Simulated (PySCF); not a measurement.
## One molecule, many functionals

Species: 3-methyl-1-butanol, C₅H₁₂O.
Z-matrix (Å and degrees, PBE0-D3(BJ)/def2-SVP geometry), rows numbered from 1:
```
C 
C   1  1.5246
C   2  1.5258  1  110.73
C   2  1.5293  1  110.55  3   125.16
C   4  1.5200  2  115.26  1   172.66
O   5  1.4024  4  112.80  2  -179.61
H   1  1.1011  2  111.39  3    56.75
H   1  1.1028  2  110.76  3   -62.91
H   1  1.1013  2  111.55  3   177.31
H   2  1.1070  1  107.71  3  -117.64
H   3  1.1011  2  110.99  1   -54.75
H   3  1.1031  2  110.72  1    64.62
H   3  1.1002  2  112.41  1  -174.94
H   4  1.1047  2  109.87  1   -64.41
H   4  1.1064  2  108.59  1    51.19
H   5  1.1108  4  109.36  2   -54.49
H   5  1.1010  4  110.40  2    62.15
H   6  0.9628  5  107.81  4    58.84
```

Linear-response calculations in the def2-SVPD basis (PySCF; singlets by full response, triplets Tamm–Dancoff, core orbitals frozen in the response; HF means time-dependent Hartree–Fock). 'Strongest' is the level of largest summed f among the singlets computed (10 roots, of which the last may lack a degenerate partner); it can jump between rows when another state enters that window. S1 is the lowest singlet of each run and needn't be the same state throughout; f(S1) is that of one state. Isolated species at its PBE0-D3(BJ)/def2-SVP geometry (one conformer only).

| functional | kind | S1 (eV) | f(S1) | strongest (eV) | T1 (eV) | HOMO (eV) | gap (eV) | ionisation energy, ΔSCF (eV) |
| --- | --- | --- | --- | --- | --- | --- | --- | --- |
| LDA | LDA | 6.16 | 0.009 | 7.87 | 6.01 | -6.35 | 6.11 | 9.74 |
| PBE | GGA | 6.13 | 0.010 | 7.88 | 5.94 | -6.22 | 6.07 | 9.58 |
| B3LYP | global hybrid, 20% exact exchange | 6.73 | 0.007 | 8.61 | 6.47 | -7.61 | 7.89 | 10.05 |
| PBE0 | global hybrid, 25% exact exchange | 6.98 | 0.007 | 8.87 | 6.69 | -7.84 | 8.44 | 10.05 |
| BHandHLYP | global hybrid, 50% exact exchange | 7.49 | 0.006 | 9.58 | 7.16 | -9.41 | 10.52 | 10.30 |
| wB97X-D | range-separated hybrid | 7.29 | 0.007 | 9.47 | 7.05 | -9.78 | 12.07 | 10.26 |
| HF | Hartree–Fock | 8.57 | 0.005 | 11.06 | 8.10 | -11.83 | 14.51 | not settled |

S1 runs from 6.13 eV (PBE) to 8.57 eV (HF), a spread of 2.45 eV, while the orbital gap spreads over 8.4 eV. Along PBE (0%), B3LYP (20%), PBE0 (25%), BHandHLYP (50%), HF (100%) S1 rises with the share of exact exchange. −ε(HOMO) comes closest to its own ΔSCF ionisation energy with wB97X-D (-0.48 eV) and misses most with LDA (-3.39 eV). 'Not settled' means that the ion's SCF failed to converge or may have ended in another state than the lowest.
